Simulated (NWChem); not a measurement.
Molecule: dichloromethane (CH$_{2}$Cl$_{2}$); SMILES ClCCl

Computed with NWChem. All runs use the structure optimised with PBE-D3(BJ)/def2-SVP.

Diagonal of the polarisability tensor at B3LYP/def2-TZVPD, 589 nm: 58.98, 37.21, 41.51 bohr³.

**Question.** Find the mean polarisability volume, the molar refraction, and the refractive index that an ideal gas of it would have at 273.15 K and 1 atm.

**Answer.** 
1. Mean: one third of the trace = 45.90 bohr³ × 0.14818 Å³/bohr³ = 6.80 Å³.
2. Molar refraction (Lorentz-Lorenz): (4π/3) N_A α = 17.2 cm³/mol.
3. Number density p/kT = 2.687 × 10⁻⁵ Å⁻³; n − 1 = 2π N α = 11.48 × 10⁻⁴.
